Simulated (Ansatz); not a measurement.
**Mg3Br: from a trial structure to a relaxed crystal**

These are results of DFT PBE, scalar-relativistic, plane waves, PAW (Ansatz 0.2.0), not measurements. Cutoff 420 eV, Γ-centred k mesh, Gaussian smearing, no spin polarisation in the final step.

Mg3Br was placed on the Ni3Sn (D0_19) structure type (P6_3/mmc, No. 194), with Br in place of Sn, Mg in place of Ni, at a guessed volume.

```xyz
8
Lattice="6.2984 0.0000 0.0000 -3.1492 5.4545 0.0000 0.0000 0.0000 5.0554" Properties=species:S:1:pos:R:3 pbc="T T T"
Mg    3.1492    3.6327    1.2639
Mg   -1.5714    4.5436    3.7916
Mg    1.5777    0.9109    1.2639
Mg    0.0000    1.8218    3.7916
Mg    4.7206    0.9109    1.2639
Mg    1.5714    4.5436    3.7916
Br    0.0000    3.6364    1.2639
Br    3.1492    1.8182    3.7916
```

Cell and atoms relax at zero pressure; the relaxation can't lower the symmetry of the start. After a coarse first stage the cell is made exact in the group found at 0.06 Å.

The zero of energy is the elements' standard structures at the same level; no fitted shifts are applied.

(1) Describe the relaxed structure.

(2) What are its volume, energy, density and gap?

## Answers

(1) It keeps P6_3/mmc (No. 194). The result has the Ni3Sn (D0_19) structure. Conventional cell: a = 7.463 Å, c = 4.761 Å. Mg is coordinated by 4 Mg at 3.04 Å, 2 Mg at 3.27 Å, 2 Br at 3.40 Å and 2 Br at 3.74 Å; Br is coordinated by 6 Mg at 3.40 Å and 6 Mg at 3.74 Å.

```
Mg Br
1.0
     7.46274    0.00000    0.00000
    -3.73137    6.46292    0.00000
     0.00000    0.00000    4.76131
Mg Br
6 2
Direct
  0.85398 0.70796 0.25000
  0.14602 0.85398 0.75000
  0.29204 0.14602 0.25000
  0.14602 0.29204 0.75000
  0.85398 0.14602 0.25000
  0.70796 0.85398 0.75000
  0.33333 0.66667 0.25000
  0.66667 0.33333 0.75000
```

(2) The volume per atom is 28.71 Å³, the density is 2.21 g/cm³ and the energy over the elements is -0.04 eV/atom. The gap on the 6×6×8 mesh is 0 eV (a metal).

The final run used a 6×6×8 mesh on its 8-atom cell and 0.10 eV smearing. The k mesh leaves about 4 meV/atom of noise in metals. Symmetry constrained the relaxation, so the result can be a saddle point.

Cost: 4 runs of about 2.5 core-minutes in all, on Intel Xeon Platinum 8581C (Emerald Rapids) (shared hosts).